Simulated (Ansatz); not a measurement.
Reaction (hydrogenolysis of a C–F bond): `FCSCS` + H₂ → `CSCS` + H–F

Gas-phase electronic energies from Ansatz, PBE0-D4/def2-TZVP geometries. CBS: MP2 limit from def2 TZ/QZ plus the TZ coupled-cluster correction, frozen cores. This one scheme is used for every species. Functionals use def2-TZVPP. B3LYP here is the variant with VWN-RPA as its local correlation; programs differ in this. Each species was taken in one conformer, which may not be the lowest.

| level | ΔE (kcal/mol) | difference from CCSD(T)/CBS |
| --- | --- | --- |
| LDA (SPW92) | -21.0 | 4.3 |
| PBE-QIDH | -25.4 | -0.1 |
| PBE | -21.6 | 3.7 |
| BLYP | -20.6 | 4.7 |
| B3LYP | -22.4 | 2.9 |
| BHLYP | -24.0 | 1.3 |
| CAM-B3LYP | -22.4 | 2.9 |
| MP2/def2-SVP | -23.4 | 1.9 |
| CCSD(T)/def2-SVP | -22.1 | 3.2 |
| HF/def2-TZVPP | -25.2 | 0.1 |
| MP2/def2-TZVPP | -26.0 | -0.7 |
| SCS-MP2/def2-TZVPP | -25.0 | 0.3 |
| CCSD/def2-TZVPP | -25.4 | -0.1 |
| HF/def2-QZVPP | -25.3 | 0.0 |
| SCS-MP2/def2-QZVPP | -25.5 | -0.2 |
| MP2/CBS(def2) | -26.7 | -1.4 |
| CCSD(T)/CBS | -25.3 | 0 |

Largest T1 diagnostic among the species: 0.012.

At CCSD(T), def2-SVP lies +3.2 kcal/mol from the extrapolated value and def2-TZVPP +0.7 kcal/mol. From BLYP to BHLYP (50 % exact exchange), in def2-TZVPP and without D4, ΔE moves by −3.4 kcal/mol. Leaving LDA and LC-ωPBE aside and taking each functional with its dispersion term where it has one, the values, not all of them listed here, spread over 5.4 kcal/mol, from PBE-QIDH to BLYP-D4.
